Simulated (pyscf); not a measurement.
## Substitution at Si: silanol (HO–SiH₃) + H atom (H•) → silanol (HO–SiH₃) + H atom (H•)

Gas phase, doublet surface, charge 0. Bonds broken: Si2–H7. Bonds formed: Si2–H4. Optimised with ωB97X-D3(BJ)/def2-SVP in PySCF. MP2 and CC: frozen core, UHF for open shells. ΔMP2 is the change of the MP2 total energy from the triple- to the quadruple-zeta basis.

Transition state (Å):

```xyz
7

O     -0.9300    -1.3269    -0.9539
Si    -0.7806     0.2385    -0.3809
H     -0.0962    -1.7410    -1.1994
H     -2.2524     0.4755     0.0559
H     -0.6968     0.4846     1.1935
H     -0.7695     1.3476    -1.3942
H      0.7516     0.3281    -0.0823
```

One imaginary mode, 465i cm⁻¹; descent along it reached the two sides named.

```csv
bond,change,reactant side (Å),saddle,product side
Si2–H7,breaks,1.495,1.564,3.7
Si2–H4,forms,5.1,1.553,1.485
```

Electronic energies relative to the separated reactants (kcal/mol):

| level | barrier | reaction energy | reverse barrier |
|---|---|---|---|
| ωB97X-D3(BJ)/def2-TZVP | 11.5 | 0.0 | 11.5 |
| PBE/def2-TZVP | 3.7 | 0.0 | 3.7 |
| r²SCAN/def2-TZVP | 3.3 | 0.0 | 3.3 |
| B3LYP-D3(BJ)/def2-TZVP | 6.8 | 0.0 | 6.8 |
| PBE0-D3(BJ)/def2-TZVP | 7.4 | 0.0 | 7.4 |
| M06-2X/def2-TZVP | 12.8 | 0.0 | 12.8 |
| ωB97M-D3(BJ)/def2-TZVP | 11.4 | 0.0 | 11.4 |
| HF/def2-TZVP | 30.9 | 0.0 | 30.9 |
| MP2/def2-QZVPP | 18.5 | 0.0 | 18.5 |
| CCSD/def2-TZVPP | 15.7 | 0.0 | 15.7 |
| CCSD(T)/def2-TZVPP | 14.4 | 0.0 | 14.4 |
| CCSD(T)/def2-TZVPP + ΔMP2(QZVPP) | 13.8 | 0.0 | 13.8 |

With CCSD(T)/def2-TZVPP + ΔMP2(QZVPP) energies and thermal terms (ideal gas, 1 atm, RRHO with modes under 100 cm⁻¹ raised to 100, one conformer, R ln 2 for chiral ones without a mode under 150 cm⁻¹), in kcal/mol:

| T (K) | ΔH‡ | ΔG‡ | ΔH | ΔG |
|---|---|---|---|---|
| 298 | 13.4 | 20.2 | 0.0 | 0.0 |
| 600 | 12.8 | 27.3 | 0.0 | 0.0 |
| 900 | 12.5 | 34.7 | 0.0 | 0.0 |
| 1200 | 12.2 | 42.1 | 0.0 | 0.0 |

The same reactants have a lower exit, to HO–SiH₂• + H₂ (barrier +4.9 kcal/mol at ωB97M-D3(BJ), against +11.4 kcal/mol here). One saddle was located; it need not be the lowest between these sides. The angle at the attacked Si is 150°. The CCSD(T) − MP2 part came from Ansatz, without density fitting, on the same reference.
